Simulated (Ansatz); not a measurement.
**A computed series for GaAs: pressure series**

The reference is GaAs in the zinc blende structure (space group F-43m, No. 216).

```yaml
crystal:
  lattice:
    - [0.00000, 2.83335, 2.83335]
    - [2.83335, 0.00000, 2.83335]
    - [2.83335, 2.83335, 0.00000]
  atoms:
    - { symbol: As, position: [0.75000, 0.75000, 0.75000] }
    - { symbol: Ga, position: [0.00000, 0.00000, 0.00000] }
```

Cell and atoms are relaxed at each pressure.

Method: r2SCAN in Ansatz (plane waves to 500 eV, PAW, spin-orbit coupling left out).

```csv
P (GPa),V (Å³/atom)
-1.99,23.427
-0.99,23.071
1.80,22.216
4.20,21.603
9.00,20.597
17.98,19.200
30.00,17.869
45.00,16.668
60.00,15.757
```

A third-order Birch–Murnaghan fit to these points gives V₀ = 22.75 Å³/atom, B₀ = 74 GPa and B₀′ = 4.3. At pressure 60 GPa the volume is 69.3 % of V₀.

Measured bulk modulus of GaAs: 76.7 GPa (static lattice; corrected from measurement; as listed in Daniel Mejia-Rodriguez, S. B. Trickey, Phys. Rev. B (2018)); the computed value is 4 % below it.

Between the base and pressure 4.2 GPa the gap moves from 0.96 eV to 1.38 eV, a mean slope of 100 meV/GPa.

Load acts through the strain it causes; cell and atoms are relaxed under it. No phonon test of stability was made. Measured, GaAs leaves this structure (for a Cmcm phase) near 15 GPa (room temperature; as listed in arXiv:1906.07825).

Ansatz is an electronic-structure program.
